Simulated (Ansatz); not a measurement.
Rock-salt HfC, treated with RPBE in Ansatz (PAW).

Numerical settings: plane-wave cutoff 520 eV, 16×16×16 k mesh, Fermi–Dirac smearing 0.1 eV, perturbation theory, scalar-relativistic PAW data made under PBE.

Cell (relaxed at this level):

HfC is taken in the cubic space group Fm-3m (No. 225), the rock salt structure, Pearson symbol cF8. Lattice parameters: a = 4.678 Å, b = 4.678 Å, c = 4.678 Å, α = 90.00°, β = 90.00°, γ = 90.00°. Hf on 4a is coordinated by 6 C at 2.339 Å (octahedral). C on 4b sees 6 Hf at 2.339 Å (octahedral). (Neighbours: up to the widest gap in distance over summed covalent radii, below 1.35, at either atom; cation-cation and far metal-metal contacts left out.)
(The calculation used a cell of 2 atoms; values per cell refer to that cell.)

Question: What does this level give for the zone-centre TO phonon frequency?

Answer: 
- zone-centre TO phonon frequency = 418 cm⁻¹

Spin–orbit coupling is not included.

The result took very roughly 12 core-minutes.

Ansatz is a quantum-chemistry and plane-wave program.
